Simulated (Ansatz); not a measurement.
# BH4NS: ionisation energy by level of theory

The task here is to estimate one member of a computed series from the others.

The runs use Ansatz 0.2.0, Gaussian basis; unrestricted cation, the program's frozen cores in correlated methods.

The runs, in order: UKS PBE-D4/def2-TZVPP; UKS r2SCAN-D4/def2-TZVPP; UKS PBE0-D4/def2-TZVPP; UKS B3LYP-D4/def2-TZVPP; UKS wB97X-V/def2-TZVPP; UKS wB97M-V/def2-TZVPP; UKS B2PLYP/def2-TZVPP; UHF-CCSD(T)/def2-TZVPP; UHF-MP2/def2-QZVPP; extrapolation to the limit; then −ε(HOMO) from the neutral's earlier runs with LDA (SPW92), PBE-D4, revPBE-D4, BLYP-D4, r2SCAN-D4, B97M-V, PBE0-D4, B3LYP-D4, r2SCANh-D4, r2SCAN0-D4, HSE06-D4, BHLYP-D4, CAM-B3LYP-D4, LC-ωPBE, ωB97X-V, ωB97M-V.

## Structure used throughout

An earlier PBE0-D4 in a triple-zeta def2 set relaxation fixed the geometry.

7 atoms, charge 0, spin multiplicity 1.

Atoms are counted from 1 here; the program's logs count them from 0.

Bond lengths: N1–B2 1.391 Å, N1–H4 1.006 Å, N1–H5 1.004 Å, B2–S3 1.816 Å, B2–H6 1.194 Å, S3–H7 1.339 Å. Angles: B2–N1–H4 124.2°, B2–N1–H5 121.9°, H4–N1–H5 113.8°, N1–B2–S3 120.0°, N1–B2–H6 119.9°, S3–B2–H6 120.1°, B2–S3–H7 96.3°.

The first run:

Input file in.yaml:

```yaml
crystal:
  periodic: [false, false, false]
  atoms:
    - {symbol: N, position_ang: [-0.919190, 0.393174, -0.612085]}
    - {symbol: B, position_ang: [0.157029, 0.144347, 0.234134]}
    - {symbol: S, position_ang: [1.088751, -1.407582, 0.085996]}
    - {symbol: H, position_ang: [-1.235614, -0.240267, -1.326472]}
    - {symbol: H, position_ang: [-1.454360, 1.241167, -0.555621]}
    - {symbol: H, position_ang: [0.466095, 0.952177, 1.056581]}
    - {symbol: H, position_ang: [1.958590, -1.151016, 1.071767]}
basis:
  gaussian: {orbitals: def2-TZVPP}
total_charge: 1
magnetization: {spin_polarized: true, initial_magnetization: 1}
hamiltonian: {xc: pbe, dispersion: d4}
```

Among the steps run: Cation, UKS PBE-D4/def2-TZVPP; Cation, UKS r2SCAN-D4/def2-TZVPP; Cation, UKS PBE0-D4/def2-TZVPP; Cation, UKS B3LYP-D4/def2-TZVPP; Cation, UKS wB97X-V/def2-TZVPP; Cation, UKS wB97M-V/def2-TZVPP; Cation, UKS B2PLYP (frozen core)/def2-TZVPP; Cation, UHF-CCSD(T)/def2-TZVPP; Cation, UHF-MP2/def2-QZVPP.

One of the session's tables, all rows but one given; the rest of the session is left out.

It belongs to the step «Ionisation energies side by side». For comparison, −ε(HOMO) of the neutral from earlier runs:

```
  functional  −ε(HOMO) (eV)
 LDA (SPW92)           6.10
      PBE-D4              ?
   revPBE-D4           5.91
     BLYP-D4           5.79
   r2SCAN-D4           6.23
      B97M-V           6.31
     PBE0-D4           7.18
    B3LYP-D4           6.93
  r2SCANh-D4           6.69
  r2SCAN0-D4           7.37
    HSE06-D4           6.78
    BHLYP-D4           8.26
CAM-B3LYP-D4           8.49
     LC-ωPBE           9.90
     ωB97X-V           9.52
     ωB97M-V           9.37
```

Q: Estimate the row for PBE-D4 from the others.

As computed: −ε(HOMO) (eV): 5.96. In the column «−ε(HOMO) (eV)» it lies between revPBE-D4 (5.91) and LDA (SPW92) (6.10).

Caveats from the session: The cation may have settled in a state other than its lowest; no search over hole states beyond the program's own was made.
